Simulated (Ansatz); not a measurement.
# F2, singlet in 6-31G: errors against full CI

Geometry: MP2(full)/6-31G*, from the G2/97 set.

```xyz
2

F     0.0000    0.0000    0.0000
F     0.0000    0.0000    1.4206
```

Basis 6-31G; Ansatz 0.2.0. Only valence electrons are correlated (noble-gas cores frozen), which leaves 14 electrons in 16 orbitals. R marks a restricted (for open shells ROHF) determinant, U an unrestricted one. Active spaces: valence = (14e, 8o) chosen from the atoms' valence shells.

Full CI is exact within this basis and frozen core; it isn't the basis-set limit. The frozen core follows each run's orbitals, which can shift R against U totals by a few meV.

The UHF ⟨S²⟩ is 0.411. The T1 diagnostic (RCCSD) is 0.0104. The largest doubles amplitude (RCCSD) is 0.207.

```tsv
level	E − E(full CI) (mEh)	share of correlation (%)	wall time
RHF	276.42	0.00	–
RMP2	11.20	95.95	–
CISD	23.53	91.49	0.32 s
RCCSD	7.04	97.45	–
RCCSD(T)	1.50	99.46	0.44 s
BCCD(T)	1.67	99.39	0.83 s
RCCSDT	1.43	99.48	–
CISDTQ	0.94	99.66	6.5 s
RCCSDT(Q)	-0.07	100.03	2.2 s
RCCSDTQ	0.06	99.98	20 s
CASSCF (valence space)	191.42	30.75	–
NEVPT2 (valence space)	31.14	88.74	0.46 s
MRCISD (valence space)	11.43	95.87	–
MRCISD+Q (valence space)	3.94	98.57	1.6 s
```

The correlation energy at full CI, counted from RHF, is -7.522 eV. That run took 48 s on 2 threads of AMD EPYC 7R13 with a shared H100 80 GB, shared host over 16,361,136 determinants.

Run but not shown, since their state or frozen core can't be matched to the reference's or they repeat it: UHF.

Times hold each run's SCF and search for its determinant on a shared host, so for small cases they say little of a method's own cost; they ran on 1 thread of AMD EPYC 7R13.

The full-CI state has the irrep Ag of D2h, in the program's axes (one component, if the state is degenerate).

Natural occupations of full CI about the gap: 1.988 1.988 1.980 1.980 1.877 0.125 0.017 0.017 0.011 0.011; effectively unpaired electrons, Σ n²(2−n)², 0.12.

Atomization energy (electronic, same basis, no zero-point term; atoms at the same level, unrestricted beside the R rows where the molecule is a closed shell, with restricted open-shell steps beyond CCSDT(Q)) at full CI: 76.9 kJ/mol. Errors of other levels:

```
                   level  error (kJ/mol)
                     RHF          -275.6
                    RMP2             4.6
                    CISD           -50.0
                   RCCSD           -15.4
                RCCSD(T)            -3.2
                 BCCD(T)            -3.7
                  RCCSDT            -3.4
                  CISDTQ            -2.1
               RCCSDT(Q)             0.2
                 RCCSDTQ            -0.1
  CASSCF (valence space)           -49.1
  NEVPT2 (valence space)            20.6
  MRCISD (valence space)           -18.2
MRCISD+Q (valence space)            -7.4
```

This basis is far from its limit, so the value isn't to be set against a measured one. Truncated CI isn't size-consistent, which counts against it in atomization.
